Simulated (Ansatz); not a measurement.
Task: a single point from an input written key by key of FH4NSi, SMILES N[SiH2]F, with Ansatz 0.2.0, Python API. Give the script and its output. Settings: CCSD(T), cc-pVDZ basis, multiplicity 1.

```json
{"atom": "N", "x (Å)": "-0.6917", "y (Å)": "0.4615", "z (Å)": "-0.6162"}
{"atom": "Si", "x (Å)": "0.5305", "y (Å)": "-0.0339", "z (Å)": "0.3525"}
{"atom": "F", "x (Å)": "0.1918", "y (Å)": "-1.5766", "z (Å)": "0.5992"}
{"atom": "H", "x (Å)": "-0.6813", "y (Å)": "-0.0776", "z (Å)": "-1.4555"}
{"atom": "H", "x (Å)": "-1.6029", "y (Å)": "0.2956", "z (Å)": "-0.1524"}
{"atom": "H", "x (Å)": "0.4920", "y (Å)": "0.7385", "z (Å)": "1.6215"}
{"atom": "H", "x (Å)": "1.8228", "y (Å)": "0.1246", "z (Å)": "-0.3948"}
```

`deck.py`
```python
# -*- coding: utf-8 -*-
import logging
import sys

import ansatz as az

logging.basicConfig(stream=sys.stdout, format="%(levelname)s:%(name)s:%(message)s")
logger = logging.getLogger("run")
logger.setLevel(logging.INFO)

DECK = """
crystal:
  periodic: [false, false, false]
  atoms:
    - { symbol: "N", position_ang: [-0.6917, 0.4615, -0.6162] }
    - { symbol: Si, position_ang: [0.5305, -0.0339, 0.3525] }
    - { symbol: F, position_ang: [0.1918, -1.5766, 0.5992] }
    - { symbol: H, position_ang: [-0.6813, -0.0776, -1.4555] }
    - { symbol: H, position_ang: [-1.6029, 0.2956, -0.1524] }
    - { symbol: H, position_ang: [0.492, 0.7385, 1.6215] }
    - { symbol: H, position_ang: [1.8228, 0.1246, -0.3948] }
basis:
  gaussian: { orbitals: cc-pVDZ }
correlation:
  method: ccsd_t
"""


def main():
    session = az.Session.from_yaml(DECK)
    summary = session.plan(threads=1).execute().report

    logger.info("reference energy %16.6f eV" % summary["reference_energy_ev"])
    logger.info("total energy     %16.6f eV" % summary["free_energy_ev"])
    print("occupied orbitals outside the frozen core (up, down):", summary["n_occupied"], " frozen:", summary["n_frozen"], " virtual:", summary["n_virtual"])
    symbols = ["N", "Si", "F", "H", "H", "H", "H"]
    print("correlation energy", round(summary["free_energy_ev"] - summary["reference_energy_ev"], 5), "eV")
    cluster = summary["correlation"].get("coupled_cluster")
    if cluster:
        print("cycles", cluster["cycles"], " T1 diagnostic", round(cluster["t1_diagnostic"], 4), " largest double", round(cluster["largest_double"], 4))


if __name__ == "__main__":
    main()
```

```console
$ python deck.py
INFO:run:reference energy    -12115.094786 eV
INFO:run:total energy        -12128.638386 eV
occupied orbitals outside the frozen core (up, down): [10, 10]  frozen: 7  virtual: [49, 49]
correlation energy -13.5436 eV
cycles 9  T1 diagnostic 0.0109  largest double 0.029
```

Caveats:
- Total energies depend on the basis set; only differences at equal settings carry meaning.
- The geometry is a force-field or estimated start, not a minimum of this method, and the basis set is short of its limit.
- The whole script took 1.9 s on 1 thread of Arm Neoverse V1, with other jobs on the host, peak memory 0.2 GiB.

(A comment or docstring line of the script was reworded after the run, the code is as it ran; lines on the test bed's own set-up are left out of the output.)
